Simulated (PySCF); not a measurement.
Towards the basis-set limit for AlO⁻

State: ¹Σ⁺, singlet, closed shell. De refers to Al + O⁻. RHF-based CCSD(T) in PySCF 2.14 with Al aug-cc-pV(D+d)Z, O aug-cc-pVDZ and Al aug-cc-pV(T+d)Z, O aug-cc-pVTZ (frozen core orbitals: 6; no relativity). Correlation energies are extrapolated as n⁻³ (n = 2, 3), Hartree–Fock as (n+1)·exp(−9√n). CV is the change on freezing 1 orbitals instead, in Al cc-pwCVTZ, O cc-pwCVTZ. SR is the spin-free X2C energy in Al cc-pVTZ-DK, O cc-pVTZ-DK less the non-relativistic one in Al cc-pVTZ, O cc-pVTZ.

```json
{"Level": "CCSD(T)/DZ", "Re (Å)": "1.6693", "ωe (cm⁻¹)": "910.9", "ωexe (cm⁻¹)": "4.95", "αe (cm⁻¹)": "0.00493", "De (eV)": "6.036"}
{"Level": "CCSD(T)/TZ", "Re (Å)": "1.6526", "ωe (cm⁻¹)": "950.5", "ωexe (cm⁻¹)": "5.14", "αe (cm⁻¹)": "0.00484", "De (eV)": "6.327"}
{"Level": "HF/CBS", "Re (Å)": "1.6057", "ωe (cm⁻¹)": "1084.4", "ωexe (cm⁻¹)": "4.75", "αe (cm⁻¹)": "0.00437", "De (eV)": "4.570"}
{"Level": "MP2/CBS", "Re (Å)": "1.6623", "ωe (cm⁻¹)": "923.7", "ωexe (cm⁻¹)": "5.06", "αe (cm⁻¹)": "0.00492", "De (eV)": "6.901"}
{"Level": "CCSD/CBS", "Re (Å)": "1.6373", "ωe (cm⁻¹)": "997.1", "ωexe (cm⁻¹)": "4.77", "αe (cm⁻¹)": "0.00456", "De (eV)": "6.144"}
{"Level": "CCSD(T)/CBS", "Re (Å)": "1.6499", "ωe (cm⁻¹)": "956.5", "ωexe (cm⁻¹)": "5.13", "αe (cm⁻¹)": "0.00483", "De (eV)": "6.408"}
{"Level": "CCSD(T)/CBS+CV", "Re (Å)": "1.6443", "ωe (cm⁻¹)": "960.6", "ωexe (cm⁻¹)": "5.17", "αe (cm⁻¹)": "0.00488", "De (eV)": "6.411"}
{"Level": "CCSD(T)/CBS+CV+SR", "Re (Å)": "1.6439", "ωe (cm⁻¹)": "959.7", "ωexe (cm⁻¹)": "5.17", "αe (cm⁻¹)": "0.00489", "De (eV)": "6.400"}
```

**Question.** How much is left between CCSD(T)/TZ and the basis-set limit, and how much do the triples give at the limit?

**Answer.** CCSD(T)/CBS less CCSD(T)/TZ: -2.7 mÅ in Re, +6.0 cm⁻¹ in ωe and +0.081 eV in De. CCSD(T)/CBS less CCSD/CBS: +12.6 mÅ in Re, -40.6 cm⁻¹ in ωe and +0.264 eV in De.

**Question.** What do the later terms add?

**Answer.** CV: -5.6 mÅ in Re, +4.1 cm⁻¹ in ωe and +0.003 eV in De; SR: -0.4 mÅ in Re, -0.9 cm⁻¹ in ωe and -0.011 eV in De, each against the row above.

The T1 diagnostic is 0.033, large enough to doubt a single reference. The open-shell atoms are computed with UHF. Spin–orbit coupling, excitations beyond (T) and corrections to the Born–Oppenheimer picture are left out.

The whole job (state search and all basis sets along the bond) took about 4.2 min on 4 threads of Arm Neoverse V1 (shared host), peak memory 2.3 GiB.
